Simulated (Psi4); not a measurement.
# AQCC/def2-TZVPD (ints tolerance 1e-10) run of [SiH5]− (SMILES [H][Si-]([H])([H])([H])[H])

Wanted: a single-point energy of [SiH5]−. The job is set up through a QCSchema input.

Program for the calculation: Psi4 1.11.

1 further run of the same task is left out (set aside as unsound or not needed).

## (1) The structure to begin with

[SiH5]− has 6 atoms, charge -1, and is taken as a singlet. SMILES: `[H][Si-]([H])([H])([H])[H]`. The shape is that of a GFN2-xTB optimisation.

Bond lengths: Si1–H2 1.639 Å, Si1–H3 1.644 Å, Si1–H4 1.491 Å, Si1–H5 1.491 Å, Si1–H6 1.491 Å. Angles: H2–Si1–H3 179.9°, H2–Si1–H4 90.0°, H2–Si1–H5 90.0°, H2–Si1–H6 90.1°, H3–Si1–H4 89.9°, H3–Si1–H5 90.0°, H3–Si1–H6 90.0°, H4–Si1–H5 120.1°, H4–Si1–H6 120.0°, H5–Si1–H6 120.0°.

## (2) A single-point energy at AQCC/def2-TZVPD (ints tolerance 1e-10)

job.json reads:

```json
{
 "schema_name": "qcschema_input",
 "schema_version": 1,
 "molecule": {
  "schema_name": "qcschema_molecule",
  "schema_version": 2,
  "symbols": ["Si", "H", "H", "H", "H", "H"],
  "geometry": [-0.00045353, 0.00043464, 0.0027779, -0.03758665, -0.01472097, 3.09898077, 0.04117713, 0.01485325, -3.10376178, 2.81688245, 0.02239325, 0.03628274, -1.43156203, 2.42848704, -0.00495108, -1.38843848, -2.45144722, -0.02932855],
  "molecular_charge": -1,
  "molecular_multiplicity": 1,
  "fix_com": true,
  "fix_orientation": true
 },
 "driver": "energy",
 "model": {
  "method": "aqcc",
  "basis": "def2-TZVPD"
 },
 "keywords": {
  "scf_type": "pk",
  "freeze_core": false,
  "ints_tolerance": 1e-10,
  "orbital_optimizer_package": "ooo"
 }
}
```

Started as:

```bash
$ psi4 --qcschema job.json -n 1 --memory 1600MB
```

Q: Predict the results. Wanted: total energy; HOMO energy; LUMO energy; HOMO–LUMO gap; correlation energy.

Answer, from the run:

At AQCC/def2-TZVPD (ints tolerance 1e-10):

```
                                             quantity          value
                                         total energy  -292.08134 Eh
                  HOMO energy (Hartree–Fock orbitals)       -2.54 eV
                  LUMO energy (Hartree–Fock orbitals)        6.10 eV
HOMO–LUMO gap (to an unbound level, set by the basis)        8.65 eV
                                   correlation energy     -313.1 mEh
```
